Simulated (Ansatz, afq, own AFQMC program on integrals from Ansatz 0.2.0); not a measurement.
**SiH2O, triplet: AFQMC among the cluster methods**

```tsv
atom	x (Å)	y (Å)	z (Å)
Si	0.0238	-0.2409	0.5718
O	-0.0909	0.3260	-0.9779
H	0.0550	1.1710	1.0692
H	0.7259	0.3667	-1.4803
```

Connectivity, by distances: SiH–OH.

Basis cc-pVDZ. Noble-gas cores (and the filled d shells of Ga–Kr and In–Xe) are frozen. Integrals, coupled cluster, full CI and functionals: Ansatz 0.2.0; the random walks run on the same integrals in our own AFQMC program. ph-AFQMC/CISD is guided by a CISD state made of CCSD amplitudes; releasing the constraint for a short imaginary time cuts its bias at the price of noise, slowly where states lie close. Free projection: walkers drawn from exp(T), propagated without any constraint. Its projection time is finite, and what remains of the start isn't in its error. Uncertainties: one standard error, sampling alone.

Determinant: UHF, the one that the program's search chose, which needn't be the lowest solution. The geometry is a point of a scan.

No full CI on the walks' own integrals is used here; CCSDT(Q) serves as the reference and is uncertain by about the last step of the cluster series.

Cautions: lower spins were not checked.

* T1 diagnostic: 0.0265
* weight of the determinant in the CISD state: 0.889
* ⟨S²⟩ of the determinant: 2.009
* size of the correlated space: 12 electrons in 36 orbitals

```json
{"level": "MP2", "correlation energy (eV)": "-6.9627"}
{"level": "CCSD", "correlation energy (eV)": "-7.5213"}
{"level": "CCSD(T)", "correlation energy (eV)": "-7.7013"}
```

Problem. Estimate where phaseless AFQMC with a CISD trial lies against CCSD(T) on the same integrals.

Solution. 43.5 ± 19.6 meV below CCSD(T).

Reference: CCSDT(Q), correlation energy -7.743 eV. The released energy is read at 2.40 1/Eh (meV from the phaseless value at times in 1/Eh: 0 ± 18 at 0.24, 2 ± 16 at 0.51, -4 ± 17 at 0.99, 7 ± 24 at 1.62, -16 ± 21 at 2.40).

| level | E − E(reference) (meV) | share of correlation (%) |
| --- | --- | --- |
| CCSD(T) | 41.8 | 99.46 |
| CCSDT | 20.0 | 99.74 |
| ph-AFQMC/HF | 41.2 ± 54.4 | 99.47 |
| ph-AFQMC/CISD | -1.7 ± 19.6 | 100.02 |
| released AFQMC | -17.6 ± 21.4 | 100.23 |
| free AFQMC | 18.0 ± 21.7 | 99.77 |

Free projections are given only where their last times agree within the noise and don't stop above the reference; a slow remainder of the start can still hide under it. Released energies are given only where the last usable release times agree within the noise; a slower fall can still hide under it.
